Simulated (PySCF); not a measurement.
**Molecular orbitals of MgCl⁺**

RHF at R = 2.130 Å; basis Mg 6-311G(d,p), Cl 6-311G(d,p); no relativity; PySCF 2.14. State: ¹Σ⁺ (singlet), closed shell. Only the outer orbitals are listed, counted within each symmetry.

```tsv
orbital	occ.	ε (eV)	on Mg (%)	main shells (%)
7σ	2	-33.35	4	95 Cl s
8σ	2	-18.19	22	75 Cl p, 15 Mg s
3π	2	-16.92	6	94 Cl p
3π	2	-16.92	6	94 Cl p
9σ	0	-7.34	96	70 Mg s, 26 Mg p
4π	0	-4.02	101	99 Mg p
4π	0	-4.02	101	99 Mg p
```

Which are the highest filled and the lowest empty level, where do they sit, and how wide is the gap?

Highest filled 3π at -16.92 eV (in %: 94 Cl p); lowest empty 9σ at -7.34 eV (in %: 70 Mg s, 26 Mg p); the gap at RHF is 9.58 eV.

The bond order (Mayer) is 1.22. The ⟨S²⟩ is 0.000, the charge on Mg (Mulliken, basis-dependent) is 1.23 and the charge on Mg (Löwdin, basis-dependent) is 0.92. The dipole moment (positive dipole points towards Cl; it is taken about the centre of mass and depends on that origin) is -11.36 D. The polarisability along the bond is 30.9 bohr³ and the polarisability across the bond is 15.8 bohr³.

Shares are Mulliken populations and can fall outside 0 to 100 %.
